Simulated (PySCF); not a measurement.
Mapped SMILES: `[CH:1]#[C:2][PH2:3]`; H(Xn) means a hydrogen on atom n.

All values are calculated (PySCF 2.14.0 with density-fitted response routines): GIAO PBE0/pcSseg-1 shieldings, GFN2-xTB structure. Averaged over atoms made equivalent by symmetry, fast rotation or ring inversion, single conformer, isolated molecule, relativity neglected.

Shifts are taken against calculated references (same method and geometry level): TMS for 13C and 1H; 31P vs H3PO4.

```tsv
atoms	nucleus	count	δ (ppm)
P3	31P	1	?
C1	13C	1	99.1
H(P3)	1H	2	3.77
C2	13C	1	?
H(C1)	1H	1	1.89
```

Complete the table.

## Answers


- C2: 77.3 ppm, alkyne carbon; sp carbons lie upfield of alkene carbons because the cylindrical π system leaves one tensor component strongly shielded
- P3: -222.2 ppm, phosphorus bonded to C, 2 H

Shifts are as computed. Against solution values, carbons near 30 ppm lie about +3 ppm off and those near 130 ppm about +5 ppm. Of 1211 compounds with measured shifts, 218 miss one by over three times the rms of a fit or turn the order of signals round; such compounds aren't used in these exercises. Experimental scales use liquid or dissolved standards, which lie at an offset from isolated H3PO4.
